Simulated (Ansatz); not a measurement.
## How methods differ on AlH2Cl (SMILES [H][Al]([H])[Cl])

AlH2Cl has 4 atoms, charge 0, and is taken as a singlet. SMILES: `[H][Al]([H])[Cl]`. The shape comes from GFN2-xTB, which is rough for such elements, and wasn't checked as a minimum.

```xyz
4

Al    0.0498    0.0829   -0.0022
H     1.5870    0.1095    0.0133
H    -0.6511    1.4514   -0.0195
Cl   -0.9857   -1.6439    0.0084
```

Each level gives the energy change with the Al1–Cl4 bond stretched from 2.014 to 3.020 Å (eV). The values are calculated.

```tsv
level	kind	program	value (eV)	less FCI/STO-3G
SVWN5/STO-3G (restricted)	LDA	Ansatz	3.34	-0.23
PBE/STO-3G (restricted)	GGA	Ansatz	3.09	-0.48
r2SCAN0/STO-3G (restricted)	hybrid meta-GGA	Ansatz	3.51	-0.06
CAM-B3LYP/STO-3G (restricted)	range-separated hybrid	Ansatz	3.51	-0.06
HSE06/STO-3G (restricted)	range-separated hybrid	Ansatz	3.38	-0.19
wB97X/STO-3G (restricted)	range-separated hybrid	Ansatz	3.59	+0.02
BCCD(T)/STO-3G (restricted)	coupled cluster or CI	Ansatz	3.57	0.00
CCSDT(Q)/STO-3G (restricted)	coupled cluster or CI	Ansatz	3.56	-0.01
FCI/STO-3G	exact in the basis	Ansatz	3.57	0.00
```

FCI/STO-3G is exact within its basis and frozen core, so for wave-function methods in that basis the difference is their error; functionals converge differently with the basis, so for them it is only a difference. The first shape isn't each level's own minimum. The values span 3.09 to 3.59 eV. All rows use very small basis sets, so even the best lies far from the true value.
